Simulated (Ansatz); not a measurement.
**BNH (doublet): PBE0, B3LYP over a scan of the distance B1–H3, 6-31G**

Aim: run BNH (doublet) with these functionals over a scan of the distance B1–H3, and hold them against the top wave-function level at the same points.

Computed with Ansatz 0.2.0, Gaussian basis. Level: 6-31G, all electrons in the functionals.

Plan: PBE0, B3LYP, at 0.940 Å; 1.068 Å; 1.174 Å; 1.288 Å; 1.430 Å; 1.622 Å; 1.865 Å; 2.177 Å; 2.637 Å; 3.155 Å; 4.046 Å.

18 further runs of the same task are left out: 11 that didn't finish, 7 set aside as unsound or not needed. Runs told in other sessions of the task aren't counted.

### Step 1. The geometry

The geometry derives from a PBE0/def2-TZVP stationary point (not a proven minimum). One bond is set to the value named and the two fragments are kept rigid.

3 atoms, charge 0, spin multiplicity 2.

Atoms are counted from 1 here; the program's logs count them from 0.

Bond lengths: B1–N2 1.306 Å, B1–H3 1.174 Å. Angles: N2–B1–H3 180.0°.

No dispersion term is added. B3LYP takes the VWN-RPA correlation.

The geometry shown and the zero of energy belong to the point 1.174 Å. The yardstick, FCI, and other wave-function levels (R restricted, U unrestricted, valence and pair active spaces) come from earlier runs.

### Step 2. PBE0, 0.940 Å

Contents of in.yaml:

```yaml
crystal:
  periodic: [false, false, false]
  atoms:
    - {symbol: B, position_ang: [0.000000, 0.000000, 0.121887]}
    - {symbol: N, position_ang: [0.000000, 0.000000, -1.183775]}
    - {symbol: H, position_ang: [0.000000, 0.000000, 1.061887]}
basis:
  gaussian: {orbitals: 6-31G}
magnetization: {spin_polarized: true, initial_magnetization: 1}
hamiltonian: {xc: {name: PBE0}}
output: {orbitals: {seedname: orbitals}}
```

Started as:

```sh
$ ansatz run in.yaml --threads 1 --pin off --events-out ev --progress --plain --max-ram 2393MiB
```

Further steps of the session: PBE0, 1.068 Å; PBE0, 1.174 Å; PBE0, 1.288 Å; PBE0, 1.430 Å; PBE0, 1.622 Å; PBE0, 1.865 Å; PBE0, 2.177 Å; PBE0, 2.637 Å; PBE0, 3.155 Å; PBE0, 4.046 Å; B3LYP, 0.940 Å; B3LYP, 1.068 Å; B3LYP, 1.174 Å; B3LYP, 1.288 Å; B3LYP, 1.430 Å; B3LYP, 1.622 Å; B3LYP, 1.865 Å; B3LYP, 2.177 Å; B3LYP, 2.637 Å; B3LYP, 3.155 Å; B3LYP, 4.046 Å.

Q: Predict the results of all the runs planned. Wanted: span of the FCI curve; largest miss, PBE0; largest miss, B3LYP.

As calculated:

| quantity | value |
| --- | --- |
| span of the FCI curve | 3.963 eV |
| largest miss, PBE0 | +0.798 eV (4.046 Å) |
| largest miss, B3LYP | +0.936 eV (4.046 Å) |

In words: Of the functionals, PBE0 keep the smallest largest miss at the points compared (at most 0.798 eV) and B3LYP strays most (0.936 eV, at 4.046 Å). PBE0, B3LYP clearly break the spin symmetry at some points (⟨S²⟩ up to 1.00 above the pure value), so energy there is bought with a mixed spin. Functionals and the yardstick converge differently with the basis, so part of each miss in 6-31G is the basis.
